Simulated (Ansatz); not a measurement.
bcc Cs was calculated with LC-ωPBE in Ansatz (plane waves, PAW).

Run with plane-wave cutoff 460 eV, 8×8×8 k mesh, Fermi–Dirac smearing 0.05 eV, scalar-relativistic PAW data made under PBE.

Cell (relaxed at this level):

```
CELL_PARAMETERS angstrom
     -3.23103     3.23103     3.23103
      3.23103    -3.23103     3.23103
      3.23103     3.23103    -3.23103
ATOMIC_POSITIONS crystal
  Cs 0.00000 0.00000 0.00000
```

Question: What does this level give for the bulk modulus and pressure derivative B′ of the bulk modulus?

Answer: 
- bulk modulus = 1.70 GPa
- pressure derivative B′ of the bulk modulus = 3.7

Measured, for comparison: bulk modulus 2.11 GPa (corrected for temperature and zero-point phonon effects, our sources range from 2.11 to 2.35; as tabulated in Levämäki et al. (2014), arXiv:1402.3671). Computed (rounded) less measured: bulk modulus -19 % (-19 % to -28 % over the range).

Note: the cell is over a tenth larger than the published one: the level's own overestimate first of all, though another phase or state, or a fault of the published cell, is possible.

Spin–orbit coupling is not included.

Ansatz is a quantum-chemistry and plane-wave program.
